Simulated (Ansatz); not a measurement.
## Cost against result

Saddle point of CH₇AlO, singlet (AlH₃O ([OH][AlH2]) + CH₄ → CH₅Al ([CH3][AlH2]) + H₂O (still joined by a long Al–O bond); bonds formed: Al1–C6, O2–H5; bonds broken: H5–C6; bonds weakened to dative contacts: Al1–O2), PBE0-D4/def2-TZVP structure:

```xyz
10
angstrom
Al -0.7475 0.4799 -0.6240
O 1.0462 1.0225 -0.7607
H -1.1436 -0.4370 -1.8598
H -1.7008 1.5965 -0.0344
H 0.8868 0.1788 0.0635
C 0.0659 -0.6821 0.9522
H 1.5696 0.7276 -1.5110
H 0.7512 -1.5301 0.8669
H 0.2041 -0.2059 1.9248
H -0.9319 -1.1503 0.9828
```

Barriers are electronic and count from the start structure reached by relaxing down the imaginary mode.

Program: Ansatz 0.2.0. Basis: as named in each row. Cores are frozen in the correlated methods. B3LYP uses VWN-RPA correlation. Extrapolation: Hartree–Fock as exp(−7.88 √X), correlation as X^−2.97.

Times are rough, for one single point on 2 threads of a shared host (Arm Neoverse V1).

The estimate by CCSD(T) at an estimated basis limit (MP2 extrapolated from triple and quadruple zeta, plus CCSD(T) − MP2 in triple zeta) is 151.0 kJ/mol.

| method | basis | time (s) | barrier (kJ/mol) | method less estimate |
| --- | --- | --- | --- | --- |
| SPW92 | def2-TZVPP | 1 | 92.8 | -58.2 |
| PBE-D4 | def2-TZVPP | 2 | 123.3 | -27.7 |
| BLYP-D4 | def2-TZVPP | 2 | 145.7 | -5.3 |
| B3LYP-D4 | def2-TZVPP | 2 | 150.9 | -0.1 |
| BHLYP-D4 | def2-TZVPP | 2 | 163.9 | 12.9 |
| PBE0-D4 | def2-TZVPP | 3 | 132.4 | -18.6 |
| CAM-B3LYP-D4 | def2-TZVPP | 3 | 150.3 | -0.7 |
| r2SCAN0-D4 | def2-TZVPP | 4 | 138.0 | -13.0 |
| r2SCAN-D4 | def2-TZVPP | 4 | 131.0 | -20.0 |
| B2PLYP | def2-TZVPP | 5 | 153.8 | 2.8 |
| PBE-QIDH | def2-TZVPP | 5 | 141.8 | -9.2 |
| RPA on PBE | def2-TZVPP | 5 | 152.2 | 1.2 |
| wB97X-V | def2-TZVPP | 8 | 147.7 | -3.3 |
| B97M-V | def2-TZVPP | 9 | 150.9 | -0.1 |
| wB97M-V | def2-TZVPP | 10 | 146.9 | -4.1 |
| MP2 | def2-QZVPP | 18 | 147.1 | -3.8 |
| CCSD(T) | def2-TZVPP | 48 | 151.9 | 0.9 |

All methods are single points on the PBE0-D4 structures.

T1 diagnostic: at most 0.011.

Labels in which every atom is bracketed show which atoms are joined, not bond orders.
